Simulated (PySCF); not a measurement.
What does the PBE0-D3(BJ)/def2-SVP structure of `O=C/C=C\Cl` look like in three dimensions?

```
atom  x, y, z in Å
O1    -2.185   -0.876    0.272
C2    -1.252   -0.111    0.239
C3     0.105   -0.526   -0.145
C4     1.181    0.272   -0.196
Cl5    1.185    1.948    0.179
H6    -1.370    0.967    0.503
H7     0.230   -1.581   -0.406
H8     2.166   -0.100   -0.489
```

Orientation and origin are arbitrary. Atoms count from 1 in this order. The 2 C–C bonds span 1.340 Å (C3=C4, drawn double) to 1.471 Å (C2–C3, drawn single), a spread of 0.131 Å. The 5 heavy atoms lie in one plane (0.001 Å rms). Of the pairs four or more bonds apart, Cl5···H6 is among the closest relative to their van der Waals radii: 2.76 Å, 93 % of the sum of Bondi's values.

Bonds between heavy atoms (Å): O1=C2 1.207, C2–C3 1.471, C3=C4 1.340, C4–Cl5 1.718.

Method: PBE0-D3(BJ)/def2-SVP geometry optimisation, gas phase in PySCF 2.14.0.

Point group: Cs (every atom within 0.08 Å of its image). Whether it is a minimum is left open (no frequencies). One conformer, not necessarily the lowest (O1–C2–C3–C4 180°).
